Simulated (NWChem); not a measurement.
Molecule: chlorine (Cl2); SMILES ClCl

```xyz
2

Cl     0.0000     0.0000     1.0215
Cl     0.0000     0.0000    -1.0215
```
Atoms are numbered in this order, from 1.

The geometry was optimised at B3LYP/6-31G* (spherical d).

Problem. List the 4 lowest vertical singlet excitations from PBE/def2-TZVPD, TDA (NWChem).

Solution. 
| state | energy (eV) | oscillator strength | leading excitation (squared amplitude) |
|---|---|---|---|
| S1 | 3.20 | 0.000 | HOMO → LUMO (1.00) |
| S2 | 3.20 | 0.000 | HOMO−1 → LUMO (1.00) |
| S3 | 5.60 | 0.000 | HOMO−2 → LUMO (1.00) |
| S4 | 5.60 | 0.000 | HOMO−3 → LUMO (1.00) |
